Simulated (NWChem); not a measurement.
# PBE0/def2-TZVP run of F2 (fluorine)

What is the vertical ionisation energy of F2 (fluorine) at PBE0/def2-TZVP? 

The results are computed with NWChem 7.3.0.

2 further runs of the same task are left out: 2 that didn't finish.

### 1 The molecule

F2 has 2 atoms, charge 0, and is taken as a singlet. SMILES: `FF`. The shape is that of a PBE0-D4/def2-TZVP optimisation.

Bond lengths: F1–F2 1.376 Å.

### 2 A single-point energy at PBE0/def2-TZVP

f2.nw reads:

```
start f2
title "F2 energy"
memory 2200 mb
geometry units bohr noautosym nocenter noautoz
  F   -1.10341108   0.40137783  -0.55746921
  F    1.10341108  -0.40137783   0.55746921
end
basis "ao basis" spherical bse
  * library def2-TZVP
end
dft
  xc pbe0
  grid fine
  convergence energy 1e-08
  iterations 100
  mulliken
  print low
end
task dft energy
```

On the command line:

```sh
$ nwchem f2.nw > f2.out
```

The log of the run:

```text
[...]
 d= 0,ls=0.0,diis     1   -199.3783061456 -2.31D+02  4.68D-03  6.24D-01     0.4
[...]
 d= 0,ls=0.0,diis     7   -199.4085343195 -8.05D-11  9.01D-09  6.15D-12     2.1
         Total DFT energy =     -199.408534319510
      One electron energy =     -340.189526052558
           Coulomb energy =      130.213775843965
    Exchange-Corr. energy =      -20.592234916072
 Nuclear repulsion energy =       31.159450805153
[...]
      Total Density - Mulliken Population Analysis
     ---------------------------------------------
    Atom       Charge   Shell Charges
 -----------   ------   -------------------------------------------------------
    1 F    9     9.00   0.77  1.20  0.64  1.01  0.36  2.20  2.03  0.78  0.00  0.02  0.00
    2 F    9     9.00   0.77  1.20  0.64  1.01  0.36  2.20  2.03  0.78  0.00  0.02  0.00
[...]
```

It took 2.8 s on 1 thread of Intel Xeon 6975P-C (Granite Rapids), shared host; peak memory 0.11 GiB.

### 3 The doublet cation

mymol.xyz reads:

```xyz
2
F2 PBE0
F     -0.583900     0.212400    -0.295000
F      0.583900    -0.212400     0.295000
```

mymol.nw reads:

```
start mymol
title "F2 PBE0"
memory stack 880 mb heap 220 mb global 1100 mb
charge 1
geometry units angstrom noautosym nocenter noautoz
load mymol.xyz
end
basis spherical bse
* library def2-TZVP
end
dft
xc pbe0
mult 2
grid fine
convergence energy 1e-08
maxiter 100
mulliken
print low
end
task dft energy
```

On the command line:

```sh
$ nwchem mymol.nw > mymol.out
```

The log of the run:

```text
[...]
 d= 0,ls=0.0,diis     1   -198.8132402116 -2.30D+02  1.76D-03  1.41D-01     0.5
[...]
 d= 0,ls=0.0,diis     7   -198.8317684240 -4.50D-09  1.17D-07  1.85D-10     2.7
[...]
         Total DFT energy =     -198.831768424004
      One electron energy =     -331.316304813359
           Coulomb energy =      121.390785620927
    Exchange-Corr. energy =      -20.065702236750
 Nuclear repulsion energy =       31.159453005178
[...]
      Total Density - Mulliken Population Analysis
     ---------------------------------------------
    Atom       Charge   Shell Charges
 -----------   ------   -------------------------------------------------------
    1 F    9     8.50   0.78  1.19  0.67  1.05  0.28  2.10  1.90  0.49  0.00  0.02  0.00
    2 F    9     8.50   0.78  1.19  0.67  1.05  0.28  2.10  1.90  0.49  0.00  0.02  0.00
[...]
      <S2> =      0.7536 (Exact =     0.7500)
[...]
```

It took 3.6 s on 1 thread of Intel Xeon 6975P-C (Granite Rapids), shared host; peak memory 0.1 GiB.

### 4 Summary of results

At PBE0/def2-TZVP:

| quantity | value |
| --- | --- |
| singlet F2: total energy | -199.40853 Eh |
| doublet cation: total energy | -198.83177 Eh |
| doublet cation: ⟨S²⟩ | 0.754 |
| vertical ionisation energy (to the doublet cation) | 15.695 eV |

The vertical ionisation energy comes to 15.69 eV (1514 kJ/mol).
